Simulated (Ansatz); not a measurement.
Consider the β-hydride elimination: `CNP` → PH₃ + `C=N`.

Computed with Ansatz on PBE0-D4/def2-TZVP structures; ΔE is electronic, products minus reactants. CCSD(T)/CBS adds triple-zeta CCSD(T) − MP2 to the extrapolated MP2 energy (def2 sets, frozen cores). This one scheme is used for every species. DFT in def2-TZVPP. B3LYP here is the variant with VWN-RPA as its local correlation; programs differ in this. HSE06 is defined as in plane-wave codes. Each species was taken in one conformer, which may not be the lowest.

```tsv
level	ΔE (kJ/mol)	difference from CCSD(T)/CBS
LDA (SPW92)	142.5	44.7
PBE-D4	102.3	4.5
revPBE-D4	97.4	-0.4
BLYP-D4	81.7	-16.1
r2SCAN-D4	104.6	6.8
B97M-V	95.1	-2.7
PBE0-D4	114.8	17.0
B3LYP-D4	95.0	-2.8
r2SCANh-D4	108.8	11.0
r2SCAN0-D4	115.3	17.5
HSE06-D4	114.6	16.8
BHLYP-D4	108.0	10.2
CAM-B3LYP-D4	105.3	7.5
ωB97X-V	108.5	10.7
ωB97M-V	103.2	5.4
PBE-QIDH	116.6	18.8
PBE	94.9	-2.9
revPBE	74.9	-22.9
BLYP	65.4	-32.4
r2SCAN	102.7	4.9
PBE0	108.5	10.7
B3LYP	83.1	-14.7
r2SCANh	106.9	9.1
r2SCAN0	113.2	15.4
HSE06	108.7	10.9
BHLYP	99.1	1.3
RPA@PBE/def2-TZVPP	78.2	-19.6
HF/def2-SVP	80.9	-16.9
CCSD/def2-SVP	76.5	-21.3
CCSD(T)/def2-SVP	73.8	-24.0
HF/def2-TZVPP	80.9	-16.9
MP2/def2-TZVPP	104.5	6.7
SCS-MP2/def2-TZVPP	93.4	-4.4
CCSD/def2-TZVPP	90.8	-7.0
CCSD(T)/def2-TZVPP	89.6	-8.2
MP2/def2-QZVPP	109.5	11.7
SCS-MP2/def2-QZVPP	98.1	0.3
HF/CBS(def2)	81.8	-16.0
MP2/CBS(def2)	112.7	14.9
CCSD/CBS(def2)	99.0	1.2
CCSD(T)/CBS	97.8	0
```

Largest T1 diagnostic among the species: 0.013.

From BLYP to BHLYP (50 % exact exchange), in def2-TZVPP and without D4, ΔE moves by +33.7 kJ/mol. In def2-TZVPP, CCSD(T) changes the Hartree–Fock value by +8.7 kJ/mol (the triples alone add −1.1 kJ/mol) and MP2 by +23.6 kJ/mol. At CCSD(T), def2-SVP lies −24.0 kJ/mol from the extrapolated value and def2-TZVPP −8.2 kJ/mol.
